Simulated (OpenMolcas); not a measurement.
# CH7BSi (SMILES CB[SiH3]): methods side by side

CH7BSi: 10 atoms, total charge 0, spin state singlet. As SMILES, `CB[SiH3]`. The shape is that of a PBE0-D4/def2-TZVP optimisation.

```xyz
10

C    -1.0879    0.9750   -0.5769
B     0.1120    0.0003   -0.6899
Si    1.0141   -0.8831    0.8848
H    -1.9584    0.3075   -0.7162
H    -1.1579    1.7122   -1.3800
H    -1.2286    1.4541    0.3934
H     0.5168   -0.2882   -1.7837
H     1.1542   -2.3541    0.6855
H     0.3249   -0.6542    2.1867
H     2.3937   -0.3208    0.9993
```

Quantity: the energy change with the B2–H7 bond stretched from 1.201 to 2.163 Å, in eV. The values are calculated.

```json
{"level": "HF/6-311+G** (restricted)", "kind": "Hartree–Fock", "program": "OpenMolcas", "value (eV)": "3.25", "less CCSD(T)/6-311+G**": "+0.42"}
{"level": "SVWN5/6-311+G** (restricted)", "kind": "LDA", "program": "OpenMolcas", "value (eV)": "2.75", "less CCSD(T)/6-311+G**": "-0.08"}
{"level": "BLYP/6-311+G** (restricted)", "kind": "GGA", "program": "OpenMolcas", "value (eV)": "2.71", "less CCSD(T)/6-311+G**": "-0.12"}
{"level": "revPBE/6-311+G** (restricted)", "kind": "GGA", "program": "OpenMolcas", "value (eV)": "2.71", "less CCSD(T)/6-311+G**": "-0.12"}
{"level": "r2SCAN/6-311+G** (restricted)", "kind": "meta-GGA", "program": "OpenMolcas", "value (eV)": "2.88", "less CCSD(T)/6-311+G**": "+0.05"}
{"level": "PBE0/6-311+G** (restricted)", "kind": "global hybrid", "program": "OpenMolcas", "value (eV)": "2.97", "less CCSD(T)/6-311+G**": "+0.14"}
{"level": "B2PLYP/6-311+G** (restricted)", "kind": "double hybrid", "program": "OpenMolcas", "value (eV)": "3.00", "less CCSD(T)/6-311+G**": "+0.17"}
{"level": "MP2/6-311+G** (restricted)", "kind": "perturbation theory", "program": "OpenMolcas", "value (eV)": "3.13", "less CCSD(T)/6-311+G**": "+0.30"}
{"level": "CCSD(T)/6-311+G** (Cholesky decomposition) (restricted)", "kind": "coupled cluster or CI", "program": "OpenMolcas", "value (eV)": "2.83", "less CCSD(T)/6-311+G**": "0.00"}
```

CCSD(T)/6-311+G** (Cholesky decomposition) (restricted) is the highest level here, not the true value. At this stretch a single reference begins to fail. The first shape isn't each level's own minimum. The values span 2.71 to 3.25 eV.
